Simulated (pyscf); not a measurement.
Thermochemistry of product channels of H₃C–Zn–OH + methanol (H₃C–OH) on the singlet surface, in kcal/mol, from ωB97M-D3(BJ)/def2-TZVP energies (ideal gas, 1 atm, RRHO with modes under 100 cm⁻¹ raised to 100, one conformer, R ln 2 for chiral ones without a mode under 150 cm⁻¹). PySCF, gas phase, ωB97X-D3(BJ)/def2-SVP geometries.

| products | ΔE | ΔH(298 K) | ΔG(600 K) | ΔG(900 K) |
|---|---|---|---|---|
| methane (CH₄) + H₃C–O–Zn–OH | -8.4 | -8.6 | -5.8 | -4.3 |
| ethane (H₃C–CH₃) + HO–Zn–OH | -21.5 | -21.3 | -17.3 | -15.3 |

These are energies of the channels, which say nothing of barriers. Elements up to Kr have no core potential and no relativistic terms here.
